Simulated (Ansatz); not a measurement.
Born–Oppenheimer molecular dynamics of C3H6N2O (12 atoms, charge 0, multiplicity 1). It starts from a relaxed structure.

Computed with RKS PBE-D4/STO-3G in Ansatz.

| Quantity | Value |
| --- | --- |
| ensemble | NVE (velocity Verlet) |
| time step | 0.5 fs |
| steps asked | 103 |
| starting velocities drawn for | 1000 K |
| seed | 272623 |

First frame:

```xyz
12
Properties=species:S:1:pos:R:3
N -0.280 -1.294 0.951
C 0.959 -0.609 0.959
N 1.435 0.264 0.046
C 0.424 0.427 -1.127
C -0.875 1.132 -0.670
O -1.767 0.578 0.070
H -0.509 -1.706 1.895
H -1.087 -0.654 0.547
H 1.664 -0.880 1.776
H 0.923 1.041 -1.907
H 0.172 -0.575 -1.550
H -0.983 2.220 -0.956
```

Task: How far do the bonds stretch over the last three quarters of this one trajectory? (Pairs bonded in most of those frames.)

Result: 
```
  bond  mean (Å)  spread (Å)  shortest  longest
 N1–C2     1.419       0.014      1.40     1.44
 N1–H7     1.057       0.019      1.03     1.09
 N1–H8     1.110       0.018      1.09     1.15
 C2–N3     1.355       0.027      1.31     1.40
 C2–H9     1.129       0.068      1.03     1.22
 N3–C4     1.572       0.035      1.52     1.63
 C4–C5     1.570       0.024      1.53     1.62
C4–H10     1.118       0.016      1.09     1.15
C4–H11     1.126       0.026      1.08     1.17
 C5–O6     1.288       0.045      1.21     1.36
C5–H12     1.138       0.045      1.07     1.20
```

Mean temperature of the second half: 489 K. The conserved energy stayed within 0.68 meV per atom of its start (net change 0.23 meV per atom), so the integration is sound. The temperature averaged 0.49 of the 1000 K drawn at the start: a run that starts near a minimum puts about half its kinetic energy into the potential. A run of 0.051 ps of so small a system gives no equilibrium averages. Limits of this set-up: minimal basis.

The run took 4.2 min on 1 thread of Intel(R) Xeon(R) Platinum 8259CL CPU @ 2.50GHz (Skylake/Cascade Lake), on a shared host, peak memory 0.1 GiB.
